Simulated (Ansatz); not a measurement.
# H3PO2 (SMILES O=[PH2]O): where methods fail along a bond

The species is H3PO2 (6 atoms), meant as a singlet with charge 0. SMILES: `O=[PH2]O`. The shape is that of a GFN2-xTB optimisation. This is one conformer, not always the lowest.

```tsv
atom	x (Å)	y (Å)	z (Å)
O	-0.2881	-1.5169	-0.9086
P	-0.1619	-0.1801	-0.3715
O	0.5355	-0.1851	1.0669
H	-1.3513	0.5063	-0.1566
H	0.6162	0.7035	-1.1105
H	0.6496	0.6723	1.4802
```

The O3–H6 distance is scanned; the parts on either side stay rigid. Basis STO-3G, 7 core orbitals frozen in the correlated methods; program Ansatz 0.2.0. FCI is exact within this basis and core. Energies in eV from each method's value at 0.959 Å; methods without a U are spin-restricted. The shape above is that at 0.959 Å.

| distance (Å) | HF | BLYP | r2SCAN | BHLYP | CAM-B3LYP | B2PLYP |
| --- | --- | --- | --- | --- | --- | --- |
| 0.959 | 0.00 | 0.00 | 0.00 | 0.00 | 0.00 | 0.00 |
| 1.198 | 1.00 | 0.27 | 0.47 | 0.71 | 0.55 | 0.55 |
| 1.438 | 3.11 | 1.49 | 1.89 | 2.44 | 2.12 | 2.07 |
| 1.917 | 7.19 | 3.86 | 4.52 | 5.77 | 5.21 | 4.78 |
| 2.396 | 9.84 | 5.35 | 6.11 | 7.88 | 7.23 | 6.02 |

Estimate the FCI curve, and say how far off each method is.


```
distance (Å)   FCI
       0.959  0.00
       1.198  0.45
       1.438  1.77
       1.917  3.62
       2.396  4.15
```

Departure from the FCI curve at its largest: HF +5.69 eV at 2.40 Å; BLYP +1.20 eV at 2.40 Å; r2SCAN +1.96 eV at 2.40 Å; BHLYP +3.73 eV at 2.40 Å; CAM-B3LYP +3.08 eV at 2.40 Å; B2PLYP +1.87 eV at 2.40 Å. Restricted functionals keep the electrons paired too, and rise too high. Restricted Hartree–Fock keeps the electrons paired, so it rises far too high as the bond breaks.
